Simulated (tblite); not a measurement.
Species: formate(1-), CHO₂ (charge -1).
Numbering: `[O:1]=[CH:2][O-:3]` (hydrogens: H4 on C2)
Bond orders are those of one Lewis drawing.

Computed with GFN2-xTB (tblite), gas phase: Langevin dynamics at 600 K from the optimised GFN2-xTB geometry, time step 0.5 fs, friction 0.01 fs⁻¹, 2000 steps. The instantaneous temperature is 2·E(kin)/(3Nk) with all 3N coordinates.

```csv
t (fs),T (K),E(pot) above start (eV),O1=C2 (Å),C2–O3 (Å),C2–H4 (Å)
0,247,0.000,1.230,1.230,1.190
25,132,0.079,1.217,1.252,1.214
50,374,0.080,1.261,1.216,1.194
75,374,0.089,1.236,1.237,1.258
100,617,0.216,1.210,1.272,1.224
125,748,0.185,1.243,1.223,1.163
150,766,0.032,1.216,1.244,1.241
175,650,0.089,1.249,1.241,1.110
200,384,0.198,1.274,1.248,1.238
225,594,0.109,1.195,1.228,1.285
250,291,0.157,1.225,1.194,1.171
275,424,0.054,1.210,1.221,1.279
300,133,0.086,1.208,1.200,1.173
325,291,0.113,1.220,1.216,1.306
350,234,0.081,1.193,1.219,1.169
375,212,0.086,1.217,1.190,1.264
400,185,0.080,1.204,1.203,1.193
425,234,0.086,1.207,1.214,1.308
450,381,0.080,1.223,1.217,1.142
475,434,0.134,1.183,1.253,1.261
500,532,0.237,1.244,1.165,1.179
525,689,0.035,1.221,1.240,1.246
550,501,0.208,1.187,1.243,1.330
575,542,0.194,1.244,1.172,1.154
600,570,0.283,1.193,1.277,1.372
625,826,0.211,1.238,1.262,1.093
650,766,0.193,1.290,1.201,1.234
675,274,0.467,1.200,1.340,1.252
700,658,0.238,1.277,1.189,1.110
725,539,0.145,1.234,1.218,1.254
750,532,0.144,1.218,1.252,1.190
775,571,0.295,1.265,1.200,1.207
800,487,0.189,1.200,1.273,1.237
825,380,0.106,1.212,1.214,1.169
850,323,0.143,1.217,1.224,1.362
875,361,0.202,1.220,1.228,1.169
900,535,0.172,1.279,1.209,1.227
925,569,0.174,1.245,1.238,1.185
950,670,0.115,1.232,1.261,1.183
975,547,0.169,1.265,1.217,1.219
1000,373,0.116,1.228,1.273,1.138
```

**Question.** From 500 fs on, how do temperature and potential energy compare with equipartition?

**Answer.** The mean temperature of these 21 frames is 535 K against the target 600 K, and the mean potential energy 0.19 eV against 6 × kT/2 = 0.16 eV for 6 classical harmonic modes. For 4 atoms in a canonical ensemble the temperature itself scatters by T·√(2/(3N)) = 245 K; here its standard deviation is 137 K. The whole run lasts only 10 friction times of 100 fs, so these averages carry a wide statistical error.

**Question.** What are the kinetic and total energies of the listed frame with the highest potential energy?

**Answer.** The one at 675 fs, 0.467 eV above the start. Its kinetic energy is 3NkT/2 = 0.142 eV at 274 K, so the sum is 0.61 eV; over the listed frames the sum runs from 0.13 to 0.64 eV, since the thermostat adds and removes energy.

**Question.** How much do the listed bonds fluctuate from 500 fs on?

**Answer.** 
| bond | at the start (Å) | mean (Å) | standard deviation (Å) |
| --- | --- | --- | --- |
| O1=C2 | 1.230 | 1.234 | 0.028 |
| C2–O3 | 1.230 | 1.233 | 0.039 |
| C2–H4 | 1.190 | 1.215 | 0.072 |

The motion is classical and holds no zero-point motion.

What follows is the cost of the whole dynamics run. Hardware: Arm Neoverse N1, one thread, shared host with 32 logical CPUs at a one-minute load of 13. Cost: 4.5 s of wall time, 0.18 GiB resident at most.
